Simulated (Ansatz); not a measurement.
# MgF2: a ladder of functionals and wavefunction methods

An exercise on one series of results from a longer session: the logs are not shown, and one member is left open.

Computed with Ansatz 0.2.0, Gaussian basis. Level: functionals in def2-TZVPP, the program's frozen cores in correlated methods.

The runs, in order: LDA (SPW92), PBE-D4, revPBE-D4, BLYP-D4, r2SCAN-D4, B97M-V, PBE0-D4, B3LYP-D4, r2SCANh-D4, r2SCAN0-D4, HSE06-D4, BHLYP-D4, CAM-B3LYP-D4, LC-ωPBE, ωB97X-V, ωB97M-V, B2PLYP, PBE-QIDH; CCSD(T)/def2-SVP; CCSD(T)/def2-TZVPP; CCSD(T)/def2-QZVPP; extrapolation to the limit; RPA on PBE.

## Structure used throughout

All runs share one geometry, relaxed beforehand with PBE0-D4 in a triple-zeta def2 set.

SMILES `[F][Mg][F]`, 3 atoms, charge 0, spin multiplicity 1.

Atoms are counted from 1 here; the program's logs count them from 0.

Bond lengths: F1–Mg2 1.746 Å, Mg2–F3 1.746 Å. Angles: F1–Mg2–F3 180.0°.

Set-up of the first run:

in.yaml reads:

```yaml
crystal:
  periodic: [false, false, false]
  atoms:
    - {symbol: F, position_ang: [-1.414782, 0.734806, -0.700835]}
    - {symbol: Mg, position_ang: [-0.003626, -0.021565, -0.004411]}
    - {symbol: F, position_ang: [1.407507, -0.778041, 0.691946]}
basis:
  gaussian: {orbitals: def2-TZVPP}
hamiltonian: {xc: lda}
output: {orbitals: {seedname: orbitals}}
```

Among the steps run: LDA; PBE-D4 (GGA); revPBE-D4 (GGA); BLYP-D4 (GGA); r2SCAN-D4 (meta-GGA); B97M-V (meta-GGA); PBE0-D4 (hybrid); B3LYP-D4 (hybrid); r2SCANh-D4 (hybrid); r2SCAN0-D4 (hybrid); HSE06-D4 (hybrid); BHLYP-D4 (hybrid); CAM-B3LYP-D4 (range-separated); LC-ωPBE-D4 (range-separated; the results give it without D4); ωB97X-V (range-separated); ωB97M-V (range-separated); B2PLYP (double hybrid); PBE-QIDH (double hybrid).

One table of the session follows, with a row left open; its other results are not shown here.

It belongs to the step «Orbital energies across the functionals». 

```
  functional  HOMO (eV)  LUMO (eV)  gap (eV)
 LDA (SPW92)      -8.62      -2.75      5.87
      PBE-D4      -8.34      -2.55      5.80
   revPBE-D4      -8.23      -2.41      5.82
     BLYP-D4      -8.32      -2.62      5.70
   r2SCAN-D4          ?          ?         ?
      B97M-V      -8.81      -2.38      6.44
     PBE0-D4     -10.28      -1.78      8.50
    B3LYP-D4     -10.03      -2.17      7.86
  r2SCANh-D4      -9.47      -1.74      7.73
  r2SCAN0-D4     -10.59      -1.43      9.17
    HSE06-D4      -9.87      -2.14      7.73
    BHLYP-D4     -12.28      -1.33     10.95
CAM-B3LYP-D4     -11.94      -1.16     10.78
     LC-ωPBE     -13.23       0.08     13.31
     ωB97X-V     -12.89      -0.07     12.82
     ωB97M-V     -12.88      -0.52     12.36
```

Estimate the missing values for r2SCAN-D4.

Worked estimate for «HOMO (eV)». Against the share of exact exchange, r2SCANh-D4 (0.1, -9.47), r2SCAN0-D4 (0.25, -10.59) give a slope of -7.47 per unit share; at 0 the line stands at -8.72.

As computed: HOMO (eV): -8.73; LUMO (eV): -1.97; gap (eV): 6.76. In «HOMO (eV)» the line misses by +0.01.
